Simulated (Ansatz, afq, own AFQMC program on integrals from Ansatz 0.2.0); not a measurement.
# Breaking Si2–C1 in C2H4FNSi, singlet

```csv
atom,x (Å),y (Å),z (Å)
C,-0.7232,-1.0217,-0.1389
Si,0.6388,0.1257,0.3593
F,2.0432,-0.3357,-0.3060
C,0.2841,1.8270,-0.3091
N,0.0316,2.8814,-0.7201
H,-0.5248,-2.0401,0.2285
H,-1.6829,-0.6824,0.2814
H,-0.8178,-1.0566,-1.2346
H,0.8397,0.2562,1.8223
```

Products: CHFNSi (doublet; F–SiH–C–N) and CH₃ (doublet), each relaxed with PBE0/def2-SVP like the molecule; electronic energies without zero-point terms. Determinants: RHF, UHF and UHF in that order.

Basis def2-SVP. Only valence electrons are correlated. Integrals, coupled cluster, full CI and functionals: Ansatz 0.2.0; the random walks run on the same integrals in our own AFQMC program. The CISD trial takes its coefficients from CCSD amplitudes. Released means that phaseless walkers are propagated on without the constraint, phases kept. ± is one standard error of the sampling. The errors of all members are added in quadrature.

No full CI on the walks' own integrals is used here. The released AFQMC energy serves as the reference, which it does only where one determinant dominates, the energy is flat over the last release times and near the phaseless one (40 meV or 2 meV an electron, half that with transition metals). On small molecules, where full CI could be run and the noise was under 10 meV, such values lay within 10 meV of it in 19 cases of 20, a flattering rate, since the rule was set on those same cases; what remains of the bias isn't in the error bar. Each member takes its own surest rung, up to full CI.

Errors are counted within def2-SVP, not against nature.

Cautions: C₂H₄FNSi (singlet): the released value is read at 0.90 1/Eh with a noise of 12 meV, more than in the cases checked (meV from the phaseless value at times in 1/Eh: 4 ± 10 at 0.21, -6 ± 9 at 0.42, -5 ± 10 at 0.63, 0 ± 12 at 0.90); CHFNSi (doublet): unrestricted determinant slightly spin contaminated (⟨S²⟩ 0.81 against 0.75); CH3 (doublet): full CI with its own frozen core.

```csv
level,bond energy (eV)
HF,3.267
CCSD,4.114
```

(1) From these cheaper values, estimate the bond energy at the reference level in def2-SVP.

(1) 4.164 ± 0.012 eV (AFQMC with the constraint released in def2-SVP).

```json
{"level": "MP2", "bond energy (eV)": "4.429", "error against released AFQMC (eV)": "0.265 ± 0.012"}
{"level": "CCSD(T)", "bond energy (eV)": "4.169", "error against released AFQMC (eV)": "0.006 ± 0.012"}
{"level": "ph-AFQMC/CISD", "bond energy (eV)": "4.180 ± 0.015", "error against released AFQMC (eV)": "0.017 ± 0.020"}
```

Correlation beyond CCSD(T) changes it by less than twice the noise. The perturbative (T) step is worth +0.056 eV.

Released energies are given only where the last usable release times agree within the noise; a slower fall can still hide under it.
